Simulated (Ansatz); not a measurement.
bcc Rb was calculated with PBE in Ansatz (plane waves, PAW).

Settings: plane-wave cutoff 520 eV, 16×16×16 k mesh, Fermi–Dirac smearing 0.067 eV (set by the program), scalar-relativistic PAW data made under PBE.

Cell (relaxed at this level):

```cif
data_Rb2
_chemical_formula_sum 'Rb2'
_space_group_name_H-M_alt 'Im-3m'
_space_group_IT_number 229
_space_group_name_Hall '-I 4 2 3'
_cell_length_a 5.66945
_cell_length_b 5.66945
_cell_length_c 5.66945
_cell_angle_alpha 90.000
_cell_angle_beta 90.000
_cell_angle_gamma 90.000
loop_
_atom_site_label
_atom_site_type_symbol
_atom_site_symmetry_multiplicity
_atom_site_Wyckoff_symbol
_atom_site_fract_x
_atom_site_fract_y
_atom_site_fract_z
_atom_site_occupancy
Rb1 Rb 2 a 0.00000 0.00000 0.00000 1
```
(The calculation used a cell of 1 atom; values per cell refer to that cell.)

Problem. What does this level give for the Voigt–Reuss–Hill shear modulus (Hill average), Young modulus, Voigt–Reuss–Hill bulk modulus, elastic constant C11, elastic constant C44 and elastic constant C12?

Solution. 
* **Voigt–Reuss–Hill shear modulus (Hill average)**: 0.88 GPa
* **Young modulus**: 2.4 GPa
* **Voigt–Reuss–Hill bulk modulus**: 2.78 GPa
* **elastic constant C11**: 3.07 GPa
* **elastic constant C44**: 2.00 GPa
* **elastic constant C12**: 2.63 GPa

Measured, for comparison: elastic constant C11 3.41 GPa, elastic constant C44 2.21 GPa, elastic constant C12 2.87 GPa (temperature not stated, not corrected to a static lattice; as tabulated in arXiv:1601.06701). Computed (rounded) less measured: elastic constant C11 -10 %, elastic constant C44 -10 %, elastic constant C12 -8 %.

Elastic constants are with the ions relaxed.

The result took about 4 core-minutes (a rough figure).

Ansatz is an electronic-structure program.
